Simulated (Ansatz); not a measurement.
Two shapes of singlet H₂O.

Shape 1:

```xyz
3

O     0.0000    0.0000    0.0000
H     0.0000    0.8018    0.5556
H     0.0000   -0.8018    0.5556
```

Shape 2:

```xyz
3

O     0.0000    0.0000    0.0000
H     0.0000    2.4055    1.6668
H     0.0000   -2.4055    1.6668
```

Basis set: pcseg-2 (spherical functions). Charge 0, multiplicity 1.

Computed with Ansatz (development build ahead of 0.2.0); each method stands on the lowest determinant of its kind that the runs found.

Problem. Which shape is lower in energy, and by how much in each method?

Solution.

```
            method  E(2) − E(1) (eV)
               RHF            16.162
PBE (unrestricted)             9.954
```

Shape 1 is lower. Caution for RHF: stretched shape with no unrestricted run beside it, a lower state can exist. Caution for PBE (unrestricted): charge can spread falsely over distant fragments; the unrestricted determinant is a mixture of spin states.
